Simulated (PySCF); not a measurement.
# How methods differ on the ionisation energy of Ar

Ar [Ar] (1S) → Ar⁺ [Ne] 3s2 3p5 (2P), as a difference of total energies. Calculation: PySCF 2.14, in aug-cc-pV(D+d)Z (5s4p3d, 32 functions); the non-relativistic Hamiltonian (point nucleus). Correlated levels: valence: [Ne] frozen. The calculations carry no spin-orbit coupling.

```json
{"method": "UHF", "ionisation energy (eV)": "14.674"}
{"method": "LDA", "ionisation energy (eV)": "16.045"}
{"method": "PBE", "ionisation energy (eV)": "15.776"}
{"method": "PBE0", "ionisation energy (eV)": "15.799"}
{"method": "r2SCAN", "ionisation energy (eV)": "15.876"}
{"method": "M06-2X", "ionisation energy (eV)": "15.830"}
{"method": "wB97X", "ionisation energy (eV)": "15.832"}
{"method": "BLYP", "ionisation energy (eV)": "15.657"}
{"method": "r2SCANh", "ionisation energy (eV)": "15.863"}
{"method": "MP2 (valence)", "ionisation energy (eV)": "15.664"}
{"method": "SCS-MP2 (valence)", "ionisation energy (eV)": "15.562"}
```

Problem. How much does correlation contribute at MP2 (valence)?

Solution. 15.664 − (14.674) = 0.990 eV, measured against UHF.

A first-order spin-orbit estimate (lowest level to lowest level, LS coupling) adds -0.056 eV.

Errors of the correlated levels include the incompleteness of this basis and the frozen core.

For comparison: 15.760 eV (measured; NIST Atomic Spectra Database, ionization energies).
